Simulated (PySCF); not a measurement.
Molecule: SMILES FC(F)C(F)F, C2H2F4.

Atom-mapped SMILES (the numbers label the heavy atoms): `[F:1][CH:2]([F:3])[CH:4]([F:5])[F:6]`. Hydrogens are named by the atom that carries them.

Geometry PBE0-D3(BJ)/def2-SVP throughout; GIAO in PySCF 2.14.0 with density-fitted response routines, gas phase, one conformer, non-relativistic; equivalent atoms averaged; functional PBE0.

For orientation, cc-pVDZ gives these shifts δ (against CFCl3, TMS at the same level): F1/F3/F5/F6 -145.1, C2/C4 110.9, H(C2)/H(C4) 5.34 ppm.

A run gave: F1/F3/F5/F6 -150.3, C2/C4 113.9, H(C2)/H(C4) 5.57 ppm (shifts δ (against CFCl3, TMS at the same level)).

**Question.** Which basis set was used in that run?
A. def2-SVP
B. IGLO-III
C. 6-311+G(2d,p)
D. aug-cc-pVDZ
E. cc-pVTZ

**Answer.** E. C2/C4 tells them apart best: cc-pVTZ gives 113.9, def2-SVP gives 110.5, IGLO-III gives 115.8, aug-cc-pVDZ gives 108.6, 6-311+G(2d,p) gives 111.4 ppm.
